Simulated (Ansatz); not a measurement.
# C2H2F2: the cost of one run

Method: the levels named in each step, in Ansatz 0.2.0.

## (1) Starting point

Bond lengths: C1–C2 1.312 Å, C2–F3 1.328 Å, C2–F4 1.324 Å, C1–H5 1.057 Å, C1–H6 1.088 Å. Angles: C1–C2–F3 126.0°, C1–C2–F4 124.7°, F3–C2–F4 109.3°, C2–C1–H5 121.6°, C2–C1–H6 119.2°, H5–C1–H6 119.2°.

As a file:

```xyz
6

C     1.4480   -0.1777   -0.1098
C     0.1495   -0.0178   -0.0114
F    -0.7527   -0.9889    0.0677
F    -0.4658    1.1539    0.0245
H     2.1043    0.6482   -0.1675
H     1.8587   -1.1849   -0.1325
```

## (2) A rough first relaxation, PBE-D4/def2-SVP

This run stands in another session on the same molecule. It ended at:

```xyz
6

C     1.4559   -0.1929   -0.1103
C     0.1354   -0.0154   -0.0103
F    -0.7592   -0.9914    0.0678
F    -0.4730    1.1624    0.0255
H     2.1171    0.6791   -0.1693
H     1.8659   -1.2090   -0.1323
```

## (3) Relaxation, r2SCAN-D4/def2-TZVPP

Input file input.yaml:

```yaml
crystal:
  periodic: [false, false, false]
  atoms:
    - { symbol: C, position_ang: [1.45591132, -0.19290165, -0.11032245] }
    - { symbol: C, position_ang: [0.13538813, -0.01544159, -0.01029007] }
    - { symbol: F, position_ang: [-0.75920448, -0.99141164, 0.0677545] }
    - { symbol: F, position_ang: [-0.47301265, 1.16244538, 0.02550467] }
    - { symbol: H, position_ang: [2.1170942, 0.67909334, -0.16933911] }
    - { symbol: H, position_ang: [1.86592348, -1.20898383, -0.13225754] }
basis:
  gaussian: { orbitals: def2-TZVPP }
hamiltonian:
  xc: r2scan
  dispersion: d4
relax:
  f_tol: 0.002
  max_steps: 150
```

Started as:

```console
> ansatz run input.yaml --threads 4 --pin off --max-ram 10240MiB --backend cpu --events-out ev --progress --plain --runs-dir out
```

What time and memory should one allow on 4 threads of Intel Xeon at 2.70GHz, shared host?

About 13 s, with a peak of 0.26 GiB.
